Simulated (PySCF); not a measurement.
## The electron affinity along the alkali metals

Calculated with PySCF 2.14 from differences of total energies of unrestricted determinants, without spin-orbit coupling. Values in eV. The last column holds reference values (measured affinities from photodetachment; the arrow runs from anion to atom). Unmarked ones compare directly (S terms, centres of terms, or small fine structure); those marked * lie between the lowest fine-structure levels and include a spin-orbit shift.

```tsv
element	configurations	SCS-MP2 (valence)	CCSD (valence)	CCSDT (valence)	FCI (valence)	MP2 (valence and next inner shell)	PBE	reference
Li (x2c-QZVPPall with one added diffuse shell each of s, p type, spin-free X2C)	[He] 2s2 → [He] 2s1	0.428	0.615	0.615	0.615	0.338	0.508	0.618
K (x2c-QZVPPall with one added diffuse shell each of s, p, d, f type, spin-free X2C)	[Ar] 4s2 → [Ar] 4s1	0.368	0.493	0.493	0.493	0.331	0.514	0.501
Rb (x2c-QZVPPall with one added diffuse shell each of s, p, d, f, g type, spin-free X2C)	[Kr] 5s2 → [Kr] 5s1	0.366	0.465	0.465	0.465	0.348	0.505	0.486
```

```tsv
method	elements	mean error (eV)	mean absolute error (eV)	largest error (eV)
SCS-MP2 (valence)	3	-0.148	0.148	-0.190
CCSD (valence)	3	-0.011	0.011	-0.021
CCSDT (valence)	3	-0.011	0.011	-0.021
FCI (valence)	3	-0.011	0.011	-0.021
MP2 (valence and next inner shell)	3	-0.196	0.196	-0.280
PBE	3	-0.026	0.047	-0.110
```

The highest occupied level of the anion is positive for Li⁻ at PBE; K⁻ at PBE; Rb⁻ at PBE, so there the basis helps to hold the electron.

Errors include the incompleteness of the basis and the frozen core.

"Valence" correlates the outer s and p shells and, in groups 3 to 12 and the f block, the outer d or f shell, open or full, or the next shell where the ion has no valence electron left; the wider scheme adds the next inner shell.
